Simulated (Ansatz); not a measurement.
Process, species as SMILES: C#N (CH-N) + 3 [H][H] (H2) → C (CH4) + N (NH3)
B3LYP-D3(BJ)/def2-TZVP geometries, fixed; electronic energies without zero-point terms.
Largest species:
```xyz
5

C      0.0000     0.0000     0.0000
H      0.6205     0.6269     0.6390
H     -0.6429    -0.6249     0.6185
H      0.6369    -0.6328    -0.6166
H     -0.6146     0.6308    -0.6409
```
Charge 0, spin multiplicity 1.

The energy of full hydrogenation at MP2 with Ansatz (an electronic-structure program), in kcal/mol, split into its Hartree-Fock and correlation parts. Cores are frozen. No added dispersion term, no relativity. Functions are those of the species that has most.

```json
[
 {"basis": "cc-pVDZ", "X": "2", "functions": "34", "Hartree-Fock": "-77.90", "MP2": "-68.90"},
 {"basis": "cc-pVTZ", "X": "3", "functions": "86", "Hartree-Fock": "-77.42", "MP2": "-74.00"},
 {"basis": "cc-pVQZ", "X": "4", "functions": "175", "Hartree-Fock": "-77.55", "MP2": "-75.16"}
]
```

Worked estimate of the basis-set limit from each neighbouring pair, with Hartree-Fock from the larger set and the correlation part extrapolated as X^-3.
Correlation parts: X = 2: 9.00, X = 3: 3.42, X = 4: 2.39.
- (2,3): (27·(3.42) - 8·(9.00))/19 = 1.07; with Hartree-Fock -77.42 the estimate is -76.35 kcal/mol.
- (3,4): (64·(2.39) - 27·(3.42))/37 = 1.64; with Hartree-Fock -77.55 the estimate is -75.91 kcal/mol.
The last two estimates differ by 0.44 kcal/mol; the largest set lies 0.75 from the last. Over the last step Hartree-Fock moves by -0.13 and the correlation part by -1.03.
